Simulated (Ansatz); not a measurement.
**CHAlP (doublet): from Hartree-Fock to the top rungs, cc-pVDZ**

The task here is to estimate one member of a computed series from the others.

Computed with Ansatz 0.2.0, Gaussian basis. Level: cc-pVDZ, core rule «outside noble gas», up to 11 orbitals frozen.

To be run: UHF; CCSD(T) on ROHF; CCSD(T) on UHF; BCCD(T) on ROHF; CISD; CCSDT(Q) on ROHF; CCSDT(Q) on UHF; CASSCF and MRCISD+Q, 9 electrons in 9 orbitals; CASSCF and NEVPT2, 9 electrons in 9 orbitals.

27 further runs of the same task are left out: 9 that didn't finish, 18 set aside as unsound or not needed.

## The geometry

The geometry is a PBE0/def2-TZVP stationary point (not a proven minimum) of the parent state, kept for this charge and spin.

4 atoms, charge 0, spin multiplicity 2.

Atoms are counted from 1 here; the program's logs count them from 0.

Bond lengths: Al1–C2 1.894 Å, Al1–H4 1.592 Å, C2–P3 1.689 Å. Angles: C2–Al1–H4 121.6°, Al1–C2–P3 170.4°.

The first run:

File in.yaml:

```yaml
crystal:
  periodic: [false, false, false]
  atoms:
    - {symbol: Al, position_ang: [-0.000002, 0.400252, 1.116230]}
    - {symbol: C, position_ang: [0.000017, 0.181182, -0.765378]}
    - {symbol: P, position_ang: [-0.000003, 0.268919, -2.452491]}
    - {symbol: H, position_ang: [-0.000011, -0.850353, 2.101639]}
basis:
  gaussian: {orbitals: cc-pVDZ}
magnetization: {spin_polarized: true, initial_magnetization: 1}
hamiltonian: {xc: hf}
output: {orbitals: {seedname: orbitals}}
```

Started as:

```sh
$ ansatz run in.yaml --threads 1 --pin off --events-out ev --progress --plain --max-ram 2393MiB
```

Steps of the session up to this table: UHF; CCSD(T) on ROHF; CCSD(T) on UHF; BCCD(T) on ROHF; CISD; CCSDT(Q) on ROHF; CCSDT(Q) on UHF; CASSCF and MRCISD+Q, 9 electrons in 9 orbitals; CASSCF and NEVPT2, 9 electrons in 9 orbitals.

One of the session's tables, all rows but one given; the rest of the session is left out.

| method | from RCCSDT(Q) (meV) |
| --- | --- |
| ROHF | +9380.6 |
| RMP2 | +1085.4 |
| UMP2 | +2119.0 |
| CISD | +1666.4 |
| RCCSD | +620.6 |
| UCCSD | +593.7 |
| RCCSD(T) | +86.5 |
| UCCSD(T) | +85.9 |
| BCCD(T) | +83.6 |
| RCCSDT | +75.3 |
| UCCSDT | +59.6 |
| RCCSDT(Q) | 0 |
| UCCSDT(Q) | -15.2 |
| CASSCF frontier | ? |
| NEVPT2 frontier | +1408.5 |
| MRCISD frontier | +609.5 |
| MRCISD+Q frontier | +81.0 |

**Question.** Estimate the row for CASSCF frontier.

The run gave: from RCCSDT(Q) (meV): +5714.7. In the column «from RCCSDT(Q) (meV)» it lies between UMP2 (+2119.0) and ROHF (+9380.6).

Left out of the table: UHF (another determinant or state than the rows shown).

Caveats from the session: The determinant is far from a pure spin state, so its energy mixes those of several spin states (harmless only where they are near-degenerate, as at dissociation). Warnings: spin contamination; coupled cluster took another determinant than the lowest. Restricted and unrestricted rows rest on different reference determinants; where their highest levels disagree by more than a few hundredths of an eV, they describe different states and don't form one ladder.
